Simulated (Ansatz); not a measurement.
Working through a composite energy at a relaxed geometry of CH6N (charge +1), SMILES C[NH3+]

Program: Ansatz 0.2.0, Python API.

Run as a notebook:

In [1]:
```python
import itertools

import ansatz as az
from ase.data import atomic_numbers, covalent_radii
import numpy as np
from rdkit import Chem
from rdkit.Chem import AllChem

BASIS = "def2-SVP"
XC = "PBE0"
CHARGE = 1
```

In [2]:
```python
# start geometry from RDKit
rd = Chem.AddHs(Chem.MolFromSmiles("C[NH3+]"))
AllChem.EmbedMolecule(rd, randomSeed=587)
AllChem.UFFOptimizeMolecule(rd)
ch6n = az.Crystal.molecule()
for atom, xyz in zip(rd.GetAtoms(), rd.GetConformer().GetPositions()):
    ch6n = ch6n.atom(atom.GetSymbol(), xyz.round(5).tolist())
```

In [3]:
```python
setup = (
    ch6n.calculation()
    .basis(gaussian=BASIS)
    .functional(XC)
    .charge(CHARGE)
)
symbols = [site.symbol for site in ch6n.cartesian_sites]
start = np.array([site.position_ang for site in ch6n.cartesian_sites], dtype=float)
r = setup.relax(force_tolerance=0.01).run(threads=1, backend="cpu").report
end = np.array(r["positions_ang"])
# pairs closer than 1.2 times the sum of covalent radii, before or after
radius = [covalent_radii[atomic_numbers[s]] for s in symbols]
span = lambda where, i, j: np.linalg.norm(where[i] - where[j])
bonded = [(i, j) for i, j in itertools.combinations(range(len(symbols)), 2) if min(span(start, i, j), span(end, i, j)) < 1.2 * (radius[i] + radius[j])]
print("pair        before    after (A)")
for i, j in bonded:
    print(f"{symbols[i]}{i}-{symbols[j]}{j}".ljust(10), f"{span(start, i, j):8.4f} {span(end, i, j):8.4f}")
```
```text
pair        before    after (A)
C0-N1        1.4575   1.4919
C0-H2        1.1114   1.0965
C0-H3        1.1114   1.0965
C0-H4        1.1114   1.0965
N1-H5        1.0455   1.0293
N1-H6        1.0456   1.0293
N1-H7        1.0456   1.0293
```

In [4]:
```python
minimum = az.Crystal.molecule()
for symbol, place in zip(symbols, end):
    minimum = minimum.atom(symbol, place.tolist())
at_minimum = minimum.calculation().charge(CHARGE)
# MP2 extrapolated to the basis limit, plus the small-basis difference CCSD(T) - MP2
level = lambda method, basis: at_minimum.basis(gaussian=basis).correlation(method).run(threads=1, backend="cpu").report
small, large, cluster = level("mp2", "cc-pVDZ"), level("mp2", "cc-pVTZ"), level("ccsd_t", "cc-pVDZ")
corr = lambda each: (each["free_energy_ev"] - each["reference_energy_ev"]) / 27.211386246
mp2_limit = (27 * corr(large) - 8 * corr(small)) / 19
pieces = {"HF / cc-pVTZ": large["reference_energy_ev"] / 27.211386246, "MP2 correlation, DZ-TZ limit": mp2_limit, "CCSD(T) - MP2 / cc-pVDZ": corr(cluster) - corr(small)}
for name, value in pieces.items():
    print(f"{name:32s} {value:14.6f} Ha")
print(f"{'sum':32s} {sum(pieces.values()):14.6f} Ha")
print("T1 diagnostic", round(cluster["correlation"]["coupled_cluster"]["t1_diagnostic"], 4))
```
```text
HF / cc-pVTZ                         -95.616700 Ha
MP2 correlation, DZ-TZ limit          -0.429273 Ha
CCSD(T) - MP2 / cc-pVDZ               -0.041288 Ha
sum                                  -96.087261 Ha
T1 diagnostic 0.006
```

Reading the output:
- Total energies depend on the basis set; only differences at equal settings carry meaning.
- The sum leaves out core correlation, relativity, the Hartree-Fock basis error and zero-point energy; a DZ-TZ extrapolation is rough.
- Inner cores stay frozen, so this is valence correlation.
- An extrapolation from small basis sets is rough.
- Run time: 6.9 s on 1 thread of Arm Neoverse V2, on a shared host, peak memory 0.32 GiB.
